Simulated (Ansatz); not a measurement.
Input file:

```yaml
crystal:
  periodic: [false, false, false]
  atoms:
    - { symbol: C, position_ang: [-1.382003, -0.836919, 1.467312] }
    - { symbol: C, position_ang: [-0.396038, -0.363845, 0.459111] }
    - { symbol: "N", position_ang: [0.532462, -1.064874, -0.114049] }
    - { symbol: C, position_ang: [1.267454, -0.142695, -1.043088] }
    - { symbol: C, position_ang: [0.569574, 1.245704, -0.899746] }
    - { symbol: O, position_ang: [-0.510572, 1.003956, 0.114356] }
    - { symbol: H, position_ang: [-1.235907, -1.910414, 1.646149] }
    - { symbol: H, position_ang: [-2.411744, -0.657174, 1.115084] }
    - { symbol: H, position_ang: [-1.258771, -0.286674, 2.415979] }
    - { symbol: H, position_ang: [2.331636, -0.111969, -0.754023] }
    - { symbol: H, position_ang: [1.208074, -0.540714, -2.070106] }
    - { symbol: H, position_ang: [0.081299, 1.596002, -1.822213] }
    - { symbol: H, position_ang: [1.224937, 2.034815, -0.499965] }
basis:
  gaussian: { orbitals: "6-31G" }
hamiltonian:
  xc: pbe
  dispersion: d4
neb:
  order_check: false
  images: 3
  f_tol: 0.05
  max_iterations: 60
  climbing: true
  final_atoms:
    - { symbol: C, position_ang: [-1.36538925, -0.52393922, 1.76773471] }
    - { symbol: C, position_ang: [-0.57684548, -0.16503376, 0.73322605] }
    - { symbol: "N", position_ang: [-0.0809661, -0.92858901, -0.33161051] }
    - { symbol: C, position_ang: [0.97734091, -0.21491681, -1.05166331] }
    - { symbol: C, position_ang: [0.55004114, 1.23705113, -0.76303634] }
    - { symbol: O, position_ang: [-0.09594947, 1.15886681, 0.57146136] }
    - { symbol: H, position_ang: [-1.67492477, -1.55905945, 1.90899329] }
    - { symbol: H, position_ang: [-0.1567668, -1.93892781, -0.33309553] }
    - { symbol: H, position_ang: [-1.70853709, 0.22640571, 2.47595526] }
    - { symbol: H, position_ang: [1.9932181, -0.42188472, -0.65225761] }
    - { symbol: H, position_ang: [0.96635649, -0.44560999, -2.12945166] }
    - { symbol: H, position_ang: [-0.19068413, 1.59393133, -1.50018337] }
    - { symbol: H, position_ang: [1.38350743, 1.9469048, -0.68127133] }
  initial_path:
    images:
      - { positions_ang: [[-1.382003, -0.836919, 1.467312], [-0.396038, -0.363845, 0.459111], [0.532462, -1.064874, -0.114049], [1.267454, -0.142695, -1.043088], [0.569574, 1.245704, -0.899746], [-0.510572, 1.003956, 0.114356], [-1.235907, -1.910414, 1.646149], [-2.411744, -0.657174, 1.115084], [-1.258771, -0.286674, 2.415979], [2.331636, -0.111969, -0.754023], [1.208074, -0.540714, -2.070106], [0.081299, 1.596002, -1.822213], [1.224937, 2.034815, -0.499965]] }
      - { positions_ang: [[-1.37140906, -0.78275365, 1.52429786], [-0.41550799, -0.31852372, 0.49428326], [0.39226721, -1.07067754, -0.15368401], [1.22778529, -0.15582831, -1.01853557], [0.53093265, 1.21523795, -0.8639865], [-0.41736873, 1.04165556, 0.22803599], [-1.30913274, -1.8392853, 1.66384513], [-2.02111324, -0.7683669, 0.68084129], [-1.19147725, -0.25030036, 2.49364162], [2.23889634, -0.15182274, -0.67039974], [1.1650164, -0.50792276, -2.04343441], [-0.01897366, 1.53562211, -1.73388066], [1.21048578, 2.01816467, -0.58622325]] }
      - { positions_ang: [[-1.36081512, -0.7285883, 1.58128372], [-0.43497799, -0.27320245, 0.52945551], [0.25207243, -1.07648109, -0.19331903], [1.18811658, -0.16896163, -0.99398313], [0.49229129, 1.1847719, -0.828227], [-0.32416545, 1.07935513, 0.34171597], [-1.38235847, -1.76815661, 1.68154126], [-1.63048249, -0.8795598, 0.24659858], [-1.1241835, -0.21392673, 2.57130423], [2.14615668, -0.19167647, -0.58677648], [1.1219588, -0.47513152, -2.01676281], [-0.11924632, 1.47524223, -1.64554832], [1.19603456, 2.00151433, -0.67248151]] }
      - { positions_ang: [[-1.36310219, -0.62626376, 1.67450921], [-0.50591173, -0.2191181, 0.63134078], [0.08555316, -1.00253505, -0.26246477], [1.08272874, -0.19193922, -1.02282322], [0.52116622, 1.21091152, -0.79563167], [-0.21005746, 1.11911097, 0.45658867], [-1.52864162, -1.66360803, 1.79526727], [-0.89362464, -1.40924381, -0.04324848], [-1.41636029, 0.00623949, 2.52362974], [2.06968739, -0.3067806, -0.61951705], [1.04415765, -0.46037075, -2.07310724], [-0.15496522, 1.53458678, -1.57286584], [1.289771, 1.97420956, -0.67687642]] }
      - { positions_ang: [[-1.36538925, -0.52393922, 1.76773471], [-0.57684548, -0.16503376, 0.73322605], [-0.0809661, -0.92858901, -0.33161051], [0.97734091, -0.21491681, -1.05166331], [0.55004114, 1.23705113, -0.76303634], [-0.09594947, 1.15886681, 0.57146136], [-1.67492477, -1.55905945, 1.90899329], [-0.1567668, -1.93892781, -0.33309553], [-1.70853709, 0.22640571, 2.47595526], [1.9932181, -0.42188472, -0.65225761], [0.96635649, -0.44560999, -2.12945166], [-0.19068413, 1.59393133, -1.50018337], [1.38350743, 1.9469048, -0.68127133]] }
```

Command:

```bash
$ ansatz run input.yaml --threads 1 --pin off --max-ram 2048MiB --backend cpu --events-out ev --progress --plain --runs-dir out
```

Hardware: 1 thread of Arm Neoverse V2, on a shared host.

Task: Roughly how long does this run take, and how much memory?

Result: 4.9 min, with a peak of 0.13 GiB, for 31 band iterations.
